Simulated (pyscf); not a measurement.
methane (CH₄) + F–ZnH → H₃C–ZnH + hydrogen fluoride (HF), a four-centre exchange (singlet surface; C–H, F–Zn broken, C–Zn, F–H formed). PySCF, gas phase, ωB97X-D3(BJ)/def2-SVP geometries. Correlated levels are frozen-core, on RHF or UHF. ΔMP2 is the change of the MP2 total energy from the triple- to the quadruple-zeta basis. Energies in kJ/mol from the separated reactants.

Small-basis levels: PySCF, no dispersion term, spherical d functions. AM1 to PM7: differences of heats of formation from MOPAC, which are fitted to 298 K values and so differ in kind from electronic energies by zero-point and thermal terms. Cost: rough CPU time at the saddle relative to B3LYP/6-31G*+LANL2DZ, from one job on a shared machine.

| level | barrier | reaction energy | cost |
|---|---|---|---|
| SVWN5/6-31G*+LANL2DZ | ? | +150.5 | 0.8 |
| PBE/6-31G*+LANL2DZ | 113.5 | +163.1 | 1 |
| B3LYP/LANL2DZ | 154.5 | +170.6 | 0.9 |
| PBE/def2-SVP | 99.5 | +113.7 | 1 |
| B3LYP/def2-SVP | 129.7 | +121.4 | 1.0 |
| PM3 | 123.0 | -88.5 | under 0.02 |
| PM7 | ? | +142.4 | under 0.02 |
| CCSD(T)/def2-TZVPP + ΔMP2(QZVPP) | ? | +101.5 | – |

Question: What belongs in the gaps?

Answer: 
- SVWN5/6-31G*+LANL2DZ, barrier: 65.4
- PM7, barrier: 217.8
- CCSD(T)/def2-TZVPP + ΔMP2(QZVPP), barrier: 138.3

Against the last row the barrier runs from -72.9 (SVWN5/6-31G*+LANL2DZ) to +79.5 kJ/mol (PM7). At SVWN5/6-31G*+LANL2DZ, PBE/6-31G*+LANL2DZ, B3LYP/LANL2DZ, PBE/def2-SVP this geometry lies under one side, so the entry may be no barrier of that level: it is a single point on another level's saddle. CCSD(T)/def2-TZVPP + ΔMP2(QZVPP) has limits of its own. This is the saddle that the search found; another between the same sides may lie lower. The CCSD(T) − MP2 part came from Ansatz, without density fitting, on the same reference. The frozen core leaves the outer d or s,p core shells of the metals and heavy elements correlated in the MP2 and CC values, and def2-TZVPP describes them poorly, which can shift differences by a few kcal/mol. In the def2 sets elements up to Kr have no core potential.
